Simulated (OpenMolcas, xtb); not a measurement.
## A ladder of methods for SiNH4 (SMILES [NH][SiH3])

SiNH4 has 6 atoms, charge 0, and is taken as a doublet. SMILES: `[NH][SiH3]`. Geometry: relaxed at PBE0-D4/def2-TZVP.

```xyz
6

N     0.5921   -0.8352    0.9095
Si   -0.2037    0.3476   -0.1100
H     0.9228   -1.6407    0.3727
H    -1.3106   -0.2823   -0.8855
H     0.7895    0.9118   -1.0689
H    -0.7481    1.4348    0.7362
```

Each level gives the energy change with the N1–H3 bond stretched from 1.023 to 2.250 Å (eV). The values are calculated.

```csv
level,kind,program,value (eV),less CCSD(T)/def2-TZVP,CPU time (all runs)
GFN-FF,force field,xtb,4.68,+0.67,under 2 s
GFN2-xTB,semi-empirical,xtb,4.19,+0.18,under 2 s
UHF/def2-TZVP,Hartree–Fock,OpenMolcas,3.75,-0.26,25 s
USVWN5/def2-TZVP,LDA,OpenMolcas,4.30,+0.29,52 s
UPBE/def2-TZVP,GGA,OpenMolcas,4.04,+0.03,91 s
UM06-L/def2-TZVP,meta-GGA,OpenMolcas,4.10,+0.09,2.3 min
UB3LYP/def2-TZVP,global hybrid,OpenMolcas,4.08,+0.07,98 s
ROCCSD(T)/def2-TZVP,coupled cluster or CI,OpenMolcas,4.01,0.00,93 s
```

Differences are taken from ROCCSD(T)/def2-TZVP for orientation; it has basis-set and higher-order errors of its own. At this stretch a single reference begins to fail. The first shape isn't each level's own minimum. The values span 3.75 to 4.68 eV. Spin contamination of the reference (⟨S²⟩ at least 0.1 too high) touches UHF/def2-TZVP, USVWN5/def2-TZVP, UPBE/def2-TZVP, UM06-L/def2-TZVP, UB3LYP/def2-TZVP. Times are those of the runs behind each value, whatever else they computed, on shared processors of several kinds: orders of magnitude only.
